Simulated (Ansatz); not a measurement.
A calculation with Ansatz (development build ahead of 0.2.0).

```yaml
crystal:
  periodic: [false, false, false]
  atoms:
    - { symbol: C, position_ang: [0.0, 0.0, -1.17478] }
    - { symbol: C, position_ang: [0.0, 0.0, 0.27828] }
    - { symbol: "N", position_ang: [0.0, 0.0, 1.43514] }
    - { symbol: H, position_ang: [0.0, -1.0314, -1.55566] }
    - { symbol: H, position_ang: [-0.89322, 0.5157, -1.55566] }
    - { symbol: H, position_ang: [0.89322, 0.5157, -1.55566] }
basis:
  gaussian: { orbitals: def2-TZVP }
hamiltonian:
  xc: hf
correlation:
  method: mp2
  frozen_orbitals: { C: 1, H: 0, "N": 1 }
```

The input is written out in the form of the current development build from the run's settings.

Results

```json
{
  "Converged": "yes",
  "Reference energy": "-131.97604 hartree",
  "Correlation energy": "-0.50681 hartree",
  "Total energy": "-132.48285 hartree",
  "Spin squared of the determinant": "0.000"
}
```
